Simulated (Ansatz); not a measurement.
**Basis-set limit of AlSiH, quintet**

```xyz
3

Si    0.0000   -0.0360    1.1654
Al    0.0000   -0.0118   -1.2249
H     0.0000    1.3177    0.3154
```

Connectivity, by distances: SiH–Al.

Ansatz 0.2.0, UHF determinant, valence electrons correlated. Energies in eV.

```csv
set,X,functions,Hartree–Fock,MP2 correlation,CCSD(T) correlation,time
def2-TZVPP,3,98,-14456.4829,-3.0367,-3.9793,"22 s on 1 × NVIDIA H100 80GB HBM3 with 1 thread of AMD EPYC 7R13 Processor (Zen 3), on a shared host"
def2-QZVPP,4,170,-14456.9037,-3.2606,-4.1744,26 s on 1 × NVIDIA H100 80GB HBM3 with 1 thread of AMD EPYC 7R13 Processor (Zen 3) (shared host)
```

Hartree–Fock is taken to follow E(X) = E∞ + A·exp(−7.88·√X), correlation E(X) = E∞ + B·X^−2.97.

Cautions: another spin lies lower.

Problem. Work out the CCSD(T) energy at the limit, and how far the shortcut misses it that extrapolates MP2 and adds CCSD(T) minus MP2 from the smaller set.

Solution. Hartree–Fock: E∞ = E4 + 0.1377·(E4 − E3) = -14456.9616. Correlation: E∞ = E4 + 0.7407·(E4 − E3) = -4.3188 for CCSD(T) and -3.4266 for MP2. The limit is -14461.2805 eV, 0.202 eV below def2-QZVPP. The shortcut gives a correlation energy of -3.4266 + (-0.9427) = -4.3692, 50 meV lower than the direct value.

Past Ne part of the Hartree–Fock step between the two sets comes from the cores, which don't follow the formula, so the 58 meV that it adds to the total can overshoot; that part largely cancels in differences.
